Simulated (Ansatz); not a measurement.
Process, species as SMILES: N#N (N2) + 3 [H][H] (H2) → 2 N (NH3)
B3LYP-D3(BJ)/def2-TZVP geometries, fixed; electronic energies without zero-point terms.

The energy of full hydrogenation at MP2 with Ansatz (a program for electronic structure), in kcal/mol, split into its Hartree-Fock and correlation parts. Cores are frozen. No added dispersion term, no relativity. Functions are those of the species that has most.

| basis | X | functions | Hartree-Fock | MP2 |
|---|---|---|---|---|
| cc-pVDZ | 2 | 29 | -31.26 | -24.47 |
| cc-pVTZ | 3 | 72 | -32.67 | -34.74 |
| cc-pVQZ | 4 | 145 | -33.50 | -37.77 |
| cc-pV5Z | 5 | 256 | -34.21 | -38.99 |

Worked estimate of the basis-set limit from each neighbouring pair, with Hartree-Fock from the larger set and the correlation part extrapolated as X^-3.
Correlation parts: X = 2: 6.79, X = 3: -2.07, X = 4: -4.27, X = 5: -4.78.
- (2,3): (27·(-2.07) - 8·(6.79))/19 = -5.80; with Hartree-Fock -32.67 the estimate is -38.47 kcal/mol.
- (3,4): (64·(-4.27) - 27·(-2.07))/37 = -5.88; with Hartree-Fock -33.50 the estimate is -39.38 kcal/mol.
- (4,5): (125·(-4.78) - 64·(-4.27))/61 = -5.32; with Hartree-Fock -34.21 the estimate is -39.53 kcal/mol.
The last two estimates differ by 0.15 kcal/mol; the largest set lies 0.54 from the last. Over the last step Hartree-Fock moves by -0.71 and the correlation part by -0.51.
